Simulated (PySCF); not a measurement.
# H6Si3: the cost of one run

Programs: PySCF 2.14.0, with routines of our own; each step states its level. All values are computed. Atoms count from 0.

## (1) The starting structure

9 atoms, charge 0, multiplicity 1; geometry from: GFN2-xTB.

## (2) Relaxing the molecule at PBE0-D3(BJ)/def2-SVP

Job settings and geometry (Å):

```
{"job": {"xc": "PBE0", "basis": "def2-SVP", "d3": "d3bj", "grid": 1, "kind": "geom"}, "charge": 0, "multiplicity": 1}
Si    -0.782057    -1.098915     0.075675
Si     1.325497    -0.129049    -0.237128
Si    -0.541217     1.228204     0.153784
H     -1.100255    -1.877209     1.276867
H     -1.496652    -1.757247    -1.022319
H      1.996327    -0.156664    -1.540473
H      2.395158    -0.277699     0.754568
H     -0.693387     1.976614     1.405231
H     -1.089853     2.097958    -0.891385
```

Command:

```console
$ OMP_NUM_THREADS=1 python excited_run.py task.json out
```

The driver reads the jobs from task.json and runs them one after another.

**Question.** How long does this first job take on 1 thread of Intel Xeon Platinum 8488C, shared host, and how much memory does it need?

About 6 s, with a peak of 0.42 GiB.
